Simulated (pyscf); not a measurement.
Structures and frequencies: ωB97X-D3(BJ)/def2-SVP in PySCF.

**Question.** How much does it cost (ΔH, 298 K, ωB97M-D3(BJ)/def2-TZVP) to split H₂N–Cr(=O)(=O)–F at its Cr–N bond into NH₂• + [O=Cr(=O)–F]•?

**Answer.** Cr–N to NH₂• + [O=Cr(=O)–F]•: 2.68 eV. The 7 functionals that were run give +2.33 (M06-2X) to +3.39 eV (PBE). The radicals are drawn with the spin at the cut bond; how far it spreads was not checked. Other isomers of [O=Cr(=O)–F]• were not searched in full and may lie lower. Open-shell species with a d-block atom are single-reference here; other states, and whether the spin sits on metal or ligand, were not checked.
